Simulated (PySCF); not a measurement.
**How methods differ on the electron affinity of Si**

Si⁻ [Ne] 3s2 3p3 (4S) → Si [Ne] 3s2 3p2 (3P), as a difference of total energies. Computed with PySCF 2.14 in aug-cc-pV(T+d)Z with one added diffuse shell each of s, p, d, f type (7s6p5d3f, 71 functions), with the non-relativistic Hamiltonian (point nucleus). Correlated levels: valence: [Ne] frozen. The calculations carry no spin-orbit coupling.

```
           method  electron affinity (eV)  plus first-order spin-orbit estimate  error of that sum (eV)
              UHF                   0.853                                 0.837                  -0.553
              LDA                   1.604                                 1.588                  +0.198
              PBE                   1.510                                 1.494                  +0.104
             PBE0                   1.465                                 1.449                  +0.059
           r2SCAN                   1.535                                 1.519                  +0.129
            M06-L                   1.405                                 1.389                  -0.001
          r2SCAN0                   1.492                                 1.476                  +0.086
           B2PLYP                   1.267                                 1.251                  -0.139
           revPBE                   1.478                                 1.463                  +0.073
    MP2 (valence)                   1.391                                 1.375                  -0.015
SCS-MP2 (valence)                   1.209                                 1.194                  -0.196
```

Reference: 1.390 eV (measured; photodetachment measurements, as compiled on the Wikipedia data page of electron affinities).

A first-order spin-orbit estimate (lowest level to lowest level, LS coupling) adds -0.016 eV.

Errors of the correlated levels include the incompleteness of this basis and the frozen core.

In the anion the highest occupied orbital energy is positive at LDA, PBE, PBE0, r2SCAN, M06-L, r2SCAN0, revPBE, a self-interaction effect; the basis confines that electron, and the energy difference can still be sensible.
